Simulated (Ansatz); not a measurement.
# Si, pressure series

Consider Si in the diamond structure (space group Fd-3m, No. 227; a = 5.444 Å).

Cell and atoms are relaxed at each pressure.

All numbers come from r2SCAN, PAW, 500 eV (Ansatz, a first-principles code; no spin-orbit coupling).

```json
[
 {"pressure (GPa)": "-2", "volume per atom (Å³/atom)": "20.610"},
 {"pressure (GPa)": "-1", "volume per atom (Å³/atom)": "20.384"},
 {"pressure (GPa)": "0", "volume per atom (Å³/atom)": "20.172"},
 {"pressure (GPa)": "0.9", "volume per atom (Å³/atom)": "19.987"},
 {"pressure (GPa)": "2.1", "volume per atom (Å³/atom)": "19.756"},
 {"pressure (GPa)": "4.5", "volume per atom (Å³/atom)": "19.330"},
 {"pressure (GPa)": "15", "volume per atom (Å³/atom)": "?"},
 {"pressure (GPa)": "22.5", "volume per atom (Å³/atom)": "17.098"},
 {"pressure (GPa)": "30", "volume per atom (Å³/atom)": "16.449"}
]
```

Question: Fit the third-order Birch–Murnaghan form P(V) = (3B₀/2)[(V₀/V)^(7/3) − (V₀/V)^(5/3)]·[1 + (3/4)(B₀′ − 4)((V₀/V)^(2/3) − 1)] (squares taken in P) to the rows shown and predict the withheld row.

Answer: Least squares on the printed values gives V₀ = 20.170 Å³/atom, B₀ = 97.3 GPa, B₀′ = 4.0; this predicts 17.877 Å³/atom, and the run gives 17.877 Å³/atom, in agreement.

Measured bulk modulus of Si: 100.8 GPa (static lattice; corrected from measurement; as listed in Jianwei Sun et al., Physical Review B (2011)); the computed value is 3 % below it.

Load acts through the strain it causes; cell and atoms are relaxed under it. Stability against distortions was not tested. Measured, Si leaves this structure (for the β-tin structure) near 12 GPa (room temperature; as listed in arXiv:1906.07825).
